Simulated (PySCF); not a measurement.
Molecule: `FC[SiH3]`, CH5FSi.

Geometry (Å), atoms numbered from 1 in this order:
```xyz
8

F     1.6227    0.1566   -0.9982
C     0.9392   -0.0664    0.1819
Si   -0.9508    0.0544   -0.1145
H     1.2505   -1.0540    0.5329
H     1.3053    0.6798    0.8923
H    -1.2528    1.3947   -0.6106
H    -1.3252   -0.9642   -1.0922
H    -1.5799   -0.1914    1.1837
```

Frames of a GFN2-xTB Langevin trajectory at 300 K; GIAO PBE0/pcSseg-1 shieldings in PySCF, gas phase, non-relativistic; equivalent atoms averaged within each frame.

Shifts are taken against calculated references (same method and geometry level): CFCl3 for 19F (σref 170.95); TMS for 13C (σref 186.93), 29Si (σref 349.16), 1H (σref 31.72). The references are static minima.

Problem. How do the shifts (ppm) fluctuate along the trajectory?

Solution. 
```
         time (fs)      F1    C2    Si3  H4/H5  H6/H7/H8
optimised geometry  -295.7  76.6  -76.2   5.05      3.93
               250  -289.5  76.6  -75.6   4.87      3.77
               425  -288.3  77.7  -74.3   5.54      4.44
               625  -308.0  72.1  -75.3   5.03      4.47
               800  -281.7  82.6  -72.3   5.55      4.50
              1000  -281.2  78.9  -74.9   5.29      3.94
    mean of frames  -289.7  77.5  -74.5   5.26      4.22
standard deviation    10.9   3.8    1.3   0.30      0.34
```

5 frames give an uncertainty of the mean of about the standard deviation over 2.2 at best, since frames this close in time may not be independent; classical motion lacks zero-point vibration, and the reference would need the same averaging.
